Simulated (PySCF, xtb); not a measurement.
Homolysis of single bonds, series Ge SH-H. Gas-phase values, no solvent. One relaxed conformer stands for each flexible species; it need not be the lowest. Strings in code marks are SMILES.

Quantity: homolytic bond dissociation enthalpy at 298 K (no spin–orbit term), in eV. Thermal and zero-point terms are GFN2-xTB rigid-rotor harmonic values (xtb).

Level 1: B3LYP/LANL2DZ // r2SCAN-D4/def2-TZVP (PySCF)
Level 2: BP86/6-31G* // r2SCAN-D4/def2-TZVP (PySCF)
Level 3: PBE/6-31G* // r2SCAN-D4/def2-TZVP (PySCF)
Level 4: HF/6-31G* // r2SCAN-D4/def2-TZVP (PySCF)

| species | level 1 | level 2 | level 3 | level 4 |
|---|---|---|---|---|
| S–Ge bond of `[SH][GeH]([SH])[SH]`, giving `[SH]` and `[SH][GeH][SH]` (H–S–Ge–S torsion -176°, S–Ge–S–H torsion 54°) | (withheld) | 3.00 | (withheld) | 2.19 |
| S–Ge bond of `[SH][GeH2][SH]` (H–S–Ge–S torsion -77°, S–Ge–S–H torsion 76°), giving `[SH]` and `[SH][GeH2]` (H–S–Ge–H torsion 164°) | 2.54 | 3.11 | 3.20 | 2.21 |
| S–Ge bond of `[SH][GeH3]`, giving `[GeH3]` and `[SH]` | 2.62 | 3.24 | 3.31 | (withheld) |
| S–Ge bond of `[SH][Ge]([SH])([SH])[SH]`, giving `[SH]` and `[SH][Ge]([SH])[SH]` | (withheld) | 2.88 | 2.99 | 2.17 |

Complete the blanks.


- S–Ge bond of `[SH][GeH]([SH])[SH]`, giving `[SH]` and `[SH][GeH][SH]` (H–S–Ge–S torsion -176°, S–Ge–S–H torsion 54°), level 1: 2.42
- S–Ge bond of `[SH][GeH]([SH])[SH]`, giving `[SH]` and `[SH][GeH][SH]` (H–S–Ge–S torsion -176°, S–Ge–S–H torsion 54°), level 3: 3.09
- S–Ge bond of `[SH][GeH3]`, giving `[GeH3]` and `[SH]`, level 4: 2.24
- S–Ge bond of `[SH][Ge]([SH])([SH])[SH]`, giving `[SH]` and `[SH][Ge]([SH])[SH]`, level 1: 2.30
